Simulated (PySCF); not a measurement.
ammonia cation (H3N), SMILES N (connectivity only; charge and spin as stated), charge +1, multiplicity 2. Atoms are numbered in the order given.

```xyz
4

N      0.0000     0.0000     0.0000
H      1.0243     0.0000     0.0000
H     -0.5121    -0.8870     0.0000
H     -0.5121     0.8870     0.0000
```
Charge +1, spin multiplicity 2.

Coordinates come from a r2SCAN-D4/def2-TZVPD optimisation. The multiplicity is an assumed one; other spin states were not compared.

Computed with PBE/pcH-1 run with PySCF.

Unrestricted Kohn–Sham, ⟨S²⟩ = 0.753. Hyperfine tensors hold the contact and dipolar terms, without spin-orbit corrections.

Problem. Estimate the hyperfine couplings. (The exact figures need the calculation; the answer reports its results.)

Solution. 
| nucleus | A(iso) (MHz) | A(iso) (G) | dipolar principal values (MHz) |
|---|---|---|---|
| 14N no. 1 | 36.7 | 13.1 | -50.0, -50.0, 100.0 |
| 1H no. 2 | -72.8 | -26.0 | -55.3, -13.5, 68.7 |
| 1H no. 3 | -72.8 | -26.0 | -55.3, -13.5, 68.7 |
| 1H no. 4 | -72.8 | -26.0 | -55.3, -13.5, 68.7 |

Problem. And the g tensor (effective nuclear charges for spin-orbit coupling, GIAO)? (Estimate from the structure and the level; the computed values follow.)

Solution. principal values 2.0022, 2.0041, 2.0041; isotropic 2.0035.
